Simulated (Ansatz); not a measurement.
We consider Li₂SrSiO₄ (P3₁21, No. 152; cell taken from a computed entry), described by HSE06 in Ansatz (plane waves, PAW).

Settings: plane-wave cutoff 460 eV, 6×6×2 k mesh (along the axes of the cell as run), Fermi–Dirac smearing 0.01 eV, scalar-relativistic PAW data made under PBE.

Cell (relaxed with PBEsol):

```
CELL_PARAMETERS angstrom
      5.00458     0.00000     0.00000
     -2.50229     4.33410     0.00000
      0.00000     0.00000    12.40159
ATOMIC_POSITIONS crystal
  Li 0.66438 0.59111 0.74565
  Li 0.40889 0.07327 0.07898
  Li 0.92673 0.33562 0.41231
  Li 0.59111 0.66438 0.25435
  Li 0.07327 0.40889 0.92102
  Li 0.33562 0.92673 0.58769
  Sr 0.41979 0.00000 0.83333
  Sr 0.00000 0.41979 0.16667
  Sr 0.58021 0.58021 0.50000
  Si 0.27773 0.00000 0.33333
  Si 0.00000 0.27773 0.66667
  Si 0.72227 0.72227 0.00000
  O  0.54863 0.51302 0.10719
  O  0.48698 0.03561 0.44052
  O  0.96439 0.45137 0.77385
  O  0.51302 0.54863 0.89281
  O  0.03561 0.48698 0.55948
  O  0.45137 0.96439 0.22615
  O  0.07028 0.76156 0.99623
  O  0.23844 0.30872 0.32956
  O  0.69128 0.92972 0.66290
  O  0.76156 0.07028 0.00377
  O  0.30872 0.23844 0.67044
  O  0.92972 0.69128 0.33710
```

Problem. Estimate the band gap and smallest direct gap on the k points sampled that the calculation returns.

Solution. 
- band gap: 6.50 eV (on the SCF k mesh)
- smallest direct gap on the k points sampled: 6.74 eV

Note: cell and atoms aren't relaxed at this level (largest force component 0.42 eV/Å, pressure -0.4 GPa).

Spin–orbit coupling is not included.

Cost on a shared machine: roughly 30 core-minutes.

Ansatz is a first-principles code.
